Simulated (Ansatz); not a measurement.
We consider rock-salt RbBr, described by revPBE (Ansatz, a program for electronic structure, PAW).

Settings: plane-wave cutoff 520 eV, 8×8×8 k mesh, Fermi–Dirac smearing 0.01 eV, scalar-relativistic PAW data made under PBE.

Energies at three volumes about the minimum:

```tsv
V (Å³/atom)	E − E_lowest (meV/atom)
46.038	0.56
46.978	0.00
47.917	0.51
```

### Question
Fit a parabola by hand: where is the minimum, what lattice constant follows, and what is the bulk modulus?

### Answer
Slopes: (0.00 − 0.56)/(46.978 − 46.038) = -0.596 and (0.51 − 0.00)/(47.917 − 46.978) = 0.543 meV/Å³. Curvature E″ = 2 × (0.543 − (-0.596))/(47.917 − 46.038) = 1.212 meV/Å⁶. From the middle of the first interval, the slope vanishes at V0 = 46.5080 − (-0.596)/1.212 = 47.000 Å³/atom. B = V0 E″ = 47.000 × 1.212 meV/Å³ × 0.1602 GPa per meV/Å³ = 9.13 GPa. With 8 atoms in the cube, a = (8 × 47.000)^(1/3) = 7.218 Å. The full Birch–Murnaghan fit to all volumes gives V0 = 46.978 Å³/atom and B0 = 9.12 GPa.

Measured, for comparison: bulk modulus 16 GPa (4 K, zero-point motion not removed; as tabulated in Doll and Stoll (1998), arXiv:cond-mat/9801031); lattice constant a 6.822 Å (low temperature, zero-point motion not removed; as tabulated in Doll and Stoll (1998), arXiv:cond-mat/9801031). Computed (rounded) less measured: bulk modulus -43 %.

Note: the cell is over a tenth larger than the published one: the level's own overestimate first of all, though another phase or state, or a fault of the published cell, is possible.
